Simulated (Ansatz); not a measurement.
Relaxed structures of SiH2Cl, doublet (PBE0-D4/def2-TZVP; forces vanish, vibrations not checked; lower isomers may exist, and structures with a doubtful reference or unclear bonds are left out; Å). Program: Ansatz 0.2.0. Basis: def2-TZVPP. Cores are frozen in the correlated methods; orbitals are unrestricted.

(1) Rank them by CCSD(T) energy, lowest first, and give each one's height above the lowest. Links in brackets join atoms within 1.22 times the sum of their covalent radii (1.1 for two metals). (An estimate is asked for; the value comes from the calculation.)
A.
SiH₂Cl ([SiH2][Cl])
```
4
angstrom
Si -0.3028 0.2780 0.1687
Cl 1.6161 -0.0692 0.8114
H -1.0652 -0.9968 0.2475
H -0.2482 0.7880 -1.2276
```
B.
a complex of SiCl + H₂
```
4
angstrom
Si -0.2286 -0.2673 0.6612
Cl 1.2915 -1.4094 1.5019
H 1.3520 1.3959 -0.1246
H 1.3391 0.9446 -0.7339
```
C.
a complex of SiCl + H + H
```
4
angstrom
Si 2.3548 0.0791 1.4000
Cl 0.5452 0.0823 0.4015
H -2.2608 -1.8934 0.7006
H -0.5642 1.8130 -2.3626
```

T1 diagnostic: at most 0.019. ⟨S²⟩ of the unrestricted Hartree–Fock references: 0.75 to 1.77 (a pure state has 0.75). The unrestricted reference is spin-contaminated, which hurts MP2 most.

## Answers

(1) Computed: A (0.0 kJ/mol), B (130.7 kJ/mol), C (580.1 kJ/mol). Heights count from the lowest.

For scale, one of the runs: CCSD(T)/def2-TZVPP, 112 basis functions, launched by `ansatz run in.yaml --threads 2 --pin off --events-out ev --progress --plain --max-ram 4352MiB`. The run took about 15 s on 2 CPU threads of an Arm Neoverse V1 (shared host).
